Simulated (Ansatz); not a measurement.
Zinc-blende CuCl: LDA at its full settings (plane-wave cutoff 520 eV, 12×12×12 k mesh, Fermi–Dirac smearing 0.01 eV, no spin polarisation, scalar-relativistic PAW data made under PBE) and at cheaper ones, in a cell of 2 atoms with Γ-centred meshes.

```
level and setting            lattice constant a (Å)  bulk modulus (GPa)
---------------------------  ----------------------  ------------------
LDA (Ansatz)                                  5.208                74.4
LDA (2×2×2 k mesh) (Ansatz)                   5.301                63.4
LDA (4×4×4 k mesh) (Ansatz)                   5.212                74.1
```

Largest shifts from the full settings: lattice constant a +1.79 % (LDA (2×2×2 k mesh)), against a difference of -3.72 % of the full result from the reference 5.409 Å (measured, low temperature, extrapolated to low temperature; as tabulated in arXiv:1206.3780); bulk modulus -14.8 % (LDA (2×2×2 k mesh)), against a difference of +95 % of the full result from the reference 38.1 GPa (measured, temperature not stated, not corrected to a static lattice; as tabulated in Gopakumar et al. (2017), arXiv:1612.07068).

Ansatz's density-functional and Hartree–Fock values are scalar-relativistic unless marked +SOC, with PAW data made under PBE.

Run with cheap settings on purpose, which may leave them unconverged: LDA (2×2×2 k mesh), LDA (4×4×4 k mesh).

Ansatz is an electronic-structure program.
